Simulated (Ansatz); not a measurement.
Reaction (SMILES): [CH3] (CH3) → CH3+ (singlet, bonded as [CH3]) + e-
B3LYP-D3(BJ)/def2-TZVP geometries, fixed; electronic energies without zero-point terms.

How fast the adiabatic ionisation energy converges with the basis for several methods (Ansatz, an electronic-structure program): deviation from each method's own reference, in eV. References: CCSD(T) 9.782 eV, Hartree-Fock in cc-pVQZ plus the correlation part extrapolated as X^-3 from cc-pVTZ and cc-pVQZ; HF 8.992 eV, the value in aug-pcseg-3; MP2 9.769 eV, Hartree-Fock in aug-cc-pVQZ plus the correlation part extrapolated as X^-3 from aug-cc-pVTZ and aug-cc-pVQZ; PBE 10.006 eV, the value in pcseg-4; PBE0 9.959 eV, the value in pcseg-4; wB97M-V 9.697 eV, the value in pcseg-4. All functions are spherical. In correlated methods cores are frozen. Open shells are unrestricted. No added dispersion term, no relativity. Functionals ending in -V hold VV10 correlation. 

```json
[
 {"basis": "pcseg-0", "functions": "15", "CCSD(T)": "-0.391", "HF": "0.133", "MP2": "-0.385", "PBE": "-0.059", "PBE0": "0.003", "wB97M-V": "[?]"},
 {"basis": "def2-SVP", "functions": "29", "CCSD(T)": "-0.257", "HF": "0.013", "MP2": "-0.240", "PBE": "-0.052", "PBE0": "-0.024", "wB97M-V": "[?]"},
 {"basis": "6-311G**", "functions": "36", "CCSD(T)": "-0.229", "HF": "-0.029", "MP2": "-0.217", "PBE": "-0.064", "PBE0": "-0.050", "wB97M-V": "[?]"},
 {"basis": "def2-SVPD", "functions": "44", "CCSD(T)": "-0.137", "HF": "0.031", "MP2": "-0.135", "PBE": "0.012", "PBE0": "0.019", "wB97M-V": "[?]"},
 {"basis": "def2-TZVP", "functions": "49", "CCSD(T)": "-0.097", "HF": "-0.003", "MP2": "-0.095", "PBE": "-0.014", "PBE0": "-0.009", "wB97M-V": "[?]"},
 {"basis": "def2-TZVPD", "functions": "64", "CCSD(T)": "-0.079", "HF": "-0.002", "MP2": "-0.082", "PBE": "-0.010", "PBE0": "-0.006", "wB97M-V": "[?]"},
 {"basis": "pcseg-3", "functions": "159", "CCSD(T)": "-0.027", "HF": "0.000", "MP2": "-0.028", "PBE": "0.000", "PBE0": "0.000", "wB97M-V": "[?]"},
 {"basis": "def2-QZVPPD", "functions": "162", "CCSD(T)": "-0.023", "HF": "-0.001", "MP2": "-0.024", "PBE": "-0.003", "PBE0": "-0.002", "wB97M-V": "[?]"}
]
```

Q: Fill in the missing entries.

A: 
- pcseg-0, wB97M-V: -0.027
- def2-SVP, wB97M-V: -0.042
- 6-311G**, wB97M-V: -0.051
- def2-SVPD, wB97M-V: 0.022
- def2-TZVP, wB97M-V: -0.006
- def2-TZVPD, wB97M-V: -0.002
- pcseg-3, wB97M-V: 0.001
- def2-QZVPPD, wB97M-V: -0.003

Mean absolute deviation over 6-311G**, def2-TZVP, def2-TZVPD: HF 0.011, wB97M-V 0.020, PBE0 0.022, PBE 0.029, MP2 0.131, CCSD(T) 0.135 eV.
